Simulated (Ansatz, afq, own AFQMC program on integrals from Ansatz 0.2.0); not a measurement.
Two steps: Ansatz 0.2.0 writes the Fock matrix and Cholesky factors of the valence space, and afq projects on them the lowest state that overlaps trial and start.

```yaml
crystal:
  periodic: [false, false, false]
  atoms:
    - {symbol: Al, position_ang: [0.000000, 0.000000, 0.259056]}
    - {symbol: Al, position_ang: [0.000000, 0.000000, -2.101360]}
    - {symbol: H, position_ang: [0.000000, 0.000000, 1.842303]}
basis:
  gaussian: {orbitals: 6-31G}
magnetization: {spin_polarized: false, initial_magnetization: 3}
correlation: {method: ccsd_t, electrons: outside_noble_gas, hamiltonian_folder: ham}
```

```sh
$ ansatz run in.yaml --threads 1 --pin off --events-out ev --progress --plain --max-ram 1843MiB
```

afq runs on the folder ham with

```
--method free --trial cisd --walkers 170 --time-step 0.03 --max-blocks 80 --target-error 0.00032 --factor-cut 1e-05 --seed 569 --times 0,0.3,0.6,1.2,1.8,2.4,3.6,4.8,6 --taylor-order 8
```

Times are imaginary, in 1/Eh. The walk had a cap of 520 s.

Output of the walk:

```
orbitals 18  electrons 5 2  factors 102 of 308
reference energy -484.28621033 Eh
CCSD correlation -0.06967904 Eh in 11 cycles, weight of the determinant in the CISD state 0.8933
repeat  energy at the last time / Eh  error
    10  -484.358834  0.000218
    20  -484.358817  0.000152
    30  -484.358808  0.000114
time / (1/Eh)  energy / Eh  error  mean overlap
  0.00  -484.355880  0.000034  1.1201
  0.30  -484.356669  0.000042  1.1207
  0.60  -484.357223  0.000045  1.1215
  1.20  -484.357784  0.000061  1.1266
  1.80  -484.358106  0.000061  1.1313
  2.40  -484.358316  0.000063  1.1325
  3.60  -484.358592  0.000105  1.1313
  4.80  -484.358734  0.000105  1.1298
  6.00  -484.358824  0.000112  1.1362
energy -484.358824 +/- 0.000112 Eh
```

The run passed its tests (error under three times the target), which doesn't prove that it has relaxed.

Against this walk (error 3.0 meV) on the same determinant: CCSD(T) 29.8 meV higher, CCSDT(Q) 2.6 meV higher (within the noise), CCSDTQ 0.2 meV higher (within the noise), full CI 0.2 meV lower (within the noise). The error is statistical, and a free projection of finite length keeps a remainder of its start. The last points still move (meV from the last: 19.6 ± 1.7 at 1.80, 13.8 ± 1.7 at 2.40, 6 ± 3 at 3.60, 2 ± 3 at 4.80, 0 ± 3 at 6.00), but the last one has reached full CI within the noise or passed it, so little can be left to fall.

Cautions: remainder of the start not in the error; lower spins were not checked; raised T1 diagnostic (T1 0.040, weight of the determinant 0.89, largest double 0.10).

The walk took 24 s on 1 thread of AMD EPYC 9R45 (Zen 5), with other jobs on the host. The log's last line is the free-projection energy.

CCSDT and higher add their correlation energy to the determinant of the CCSD(T) run, since their own runs factorise the integrals more tightly (a shift of under 2 meV). A walk keeps the symmetry of its determinant, which the program's search chose and which needn't be the lowest solution, so a lower state of the same spin and another symmetry isn't excluded.
